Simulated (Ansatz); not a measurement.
System: hcp Re. Method: r²SCANh in Ansatz (PAW).

Settings: plane-wave cutoff 520 eV, 12×12×6 k mesh (along the axes of the cell as run), Fermi–Dirac smearing 0.05 eV, no spin polarisation, scalar-relativistic PAW data made under PBE.

Computed at the level's own relaxed cell.

Task: Give the computed equilibrium lattice constant a and c axis length.

Result: 
- equilibrium lattice constant a: 2.747 Å
- c axis length: 4.463 Å

Measured, for comparison: lattice constant a 2.761 Å, lattice parameter c 4.458 Å (293 K, not corrected to a static lattice; as tabulated in Wikipedia's data pages). Computed (rounded) less measured: lattice constant a -0.5 %, lattice parameter c +0.1 %. A static lattice is as a rule a little smaller and stiffer than an uncorrected measurement, which narrows the difference in the lattice constant a and would widen misses of the other sign.

Spin–orbit coupling is not included.

Computing time: very roughly 26 core-minutes.

Ansatz is a program for electronic structure.
